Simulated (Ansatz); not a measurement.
# One elementary step

Start structure (SiH$_{5}$, doublet), relaxed at PBE0-D4/def2-TZVP:

```
6
angstrom
H 1.1128 -0.2791 -2.1231
H 1.4576 -0.3653 -2.7804
Si -0.4879 0.1220 0.9300
H -1.7370 -0.6817 0.8921
H -0.7816 1.5691 1.0945
H 0.4359 -0.3651 1.9869
```

The step: SiH₃ + H₂ → SiH₄ + H; bonds formed: H1–Si3; bonds broken: H1–H2. Program: Ansatz 0.2.0. Basis: def2-TZVPP and def2-QZVPP. Cores are frozen in the correlated methods; orbitals are unrestricted. Extrapolation: Hartree–Fock as exp(−7.88 √X), correlation as X^−2.97. Energies below are by CCSD(T) at an estimated basis limit (MP2 extrapolated from triple and quadruple zeta, plus CCSD(T) − MP2 in triple zeta).

What are the electronic barrier and the energy of the step, from the start structure to the end structure? (Judge from chemistry; the value comes from the calculation.)

By the calculation: Barrier 0.759 eV; step energy 0.557 eV (uphill); reverse barrier, their difference, 0.202 eV. Barrier and step energy count from the start structure, the reverse barrier from the end structure.

The saddle point: One imaginary mode of 694i cm⁻¹.
```csv
pair,start (Å),saddle (Å),end (Å)
H1–Si3,3.47,1.55,1.48
H1–H2,0.75,1.33,3.02
```

Zero-point energy (harmonic, PBE0-D4): ZPE is 0.874 eV at the start and 0.827 eV at the saddle, so the barrier goes from 0.759 to 0.711 eV.

No T1 diagnostic of these runs exceeds 0.015. ⟨S²⟩ of the unrestricted Hartree–Fock references: 0.75 to 0.76 (a pure state has 0.75). The start structure is not quite a true minimum (one mode of 27i cm⁻¹).

Radical steps of this kind take place in plasma deposition and etching.

For scale, one of the runs: CCSD(T)/def2-TZVPP, 112 basis functions (an equivalent command: `ansatz run in.yaml --threads 2`). The run took 4.6 s on 2 CPU threads (shared host), with 0.8 GiB of host memory at its peak.
